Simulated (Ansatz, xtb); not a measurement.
C2H2N: where a starting geometry ends

The starting geometry of this gas-phase doublet has its atoms placed at random.

```xyz
5

C     1.2017   -1.3895    0.6505
C     0.2673    0.5377   -0.7023
N    -0.7402    0.0922    0.1398
H     0.0067    0.1524    1.2047
H     0.0608   -0.7701    0.7269
```

One run relaxed it with r2SCAN-D4/def2-SVP. What is a likely outcome?

It ends as `[CH]=C=N`. Distances that change by over a tenth: C1–H5 (1.30 → 1.07 Å), N3–H5 (1.32 → 3.59 Å). Contacts that close: C1–C2 (2.53 → 1.26 Å), N3–H4 (1.30 → 1.03 Å).

The energy falls by 9.58 eV over 21 steps:

| step | E − E(last) (eV) |
| --- | --- |
| 1 | 9.576 |
| 3 | 6.956 |
| 5 | 5.546 |
| 8 | 4.437 |
| 10 | 2.899 |
| 12 | 1.310 |
| 14 | 0.458 |
| 17 | 0.014 |
| 19 | 0.000 |
| 21 | 0.000 |

Final geometry (Å):

```xyz
5

C     0.7491   -1.2637    0.3784
C     0.1551   -0.1614    0.2770
N    -0.3861    0.9594    0.0459
H    -0.9654    1.2972    0.8230
H     1.2436   -2.2088    0.4953
```

From the same start GFN2-xTB ends elsewhere, at `[C]1=CN1`.

From so rough a start the end depends on the optimiser's path, so another program may land elsewhere. The end wasn't checked by frequencies. Open shells are spin-unrestricted. Run with Ansatz 0.2.0, 43 s on 1 thread of Intel(R) Xeon(R) 6975P-C (Granite Rapids), with other jobs on the host.
